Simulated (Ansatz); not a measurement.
Geometry optimisation, RKS LDA/def2-mTZVP in Ansatz 0.2.0.

Input:

```yaml
crystal:
  periodic: [false, false, false]
  atoms:
    - { symbol: Al, position_ang: [-0.060035, -0.213238, 0.086344] }
    - { symbol: O, position_ang: [-0.070218, -0.349974, 1.823529] }
    - { symbol: H, position_ang: [-0.914827, -0.386524, 2.303983] }
    - { symbol: H, position_ang: [1.313174, -0.211643, -0.674355] }
    - { symbol: Cl, position_ang: [-1.885881, -0.194931, -0.948509] }
    - { symbol: H, position_ang: [0.142566, 2.407851, 0.923329] }
    - { symbol: H, position_ang: [0.133521, 1.795759, 1.306579] }
basis:
  gaussian: { orbitals: def2-mTZVP }
hamiltonian:
  xc: lda
relax:
  f_tol: 0.03
  max_steps: 50
output:
  orbitals: {}
```

Run as:

```bash
$ ansatz run input.yaml --threads 2 --pin off --max-ram 3072MiB --backend cpu --events-out ev --progress --plain --runs-dir out
```

Problem. Where does it end, and by what steps?

Solution. It converged. After 11 steps the energy has fallen by 0.141 eV; H6 moved furthest, 0.54 Å.

| step | energy less start (eV) | largest force component (eV/Å) | accepted |
| --- | --- | --- | --- |
| 0 | 0.0000 | 1.660 | yes |
| 1 | -0.0789 | 0.944 | yes |
| 2 | -0.0949 | 0.853 | yes |
| 3 | -0.1095 | 0.629 | yes |
| 4 | -0.1251 | 0.574 | yes |
| 5 | -0.1344 | 0.330 | yes |
| 6 | -0.1376 | 0.271 | yes |
| 7 | -0.1398 | 0.044 | yes |
| 8 | -0.1400 | 0.061 | yes |
| 9 | -0.1404 | 0.041 | yes |
| 10 | -0.1405 | 0.040 | yes |
| 11 | -0.1407 | 0.010 | yes |

```xyz
7
Properties=species:S:1:pos:R:3
Al -0.027 -0.103 0.246
O -0.089 -0.570 1.871
H -0.924 -0.669 2.361
H 1.363 -0.105 -0.493
Cl -1.817 0.178 -0.823
H -0.072 2.171 0.488
H 0.225 1.945 1.170
```

Whether the end is a true minimum wasn't checked by a vibrational analysis.

Run time: 11 s on 2 threads of Arm Neoverse V1, on a shared host, peak memory 0.13 GiB.
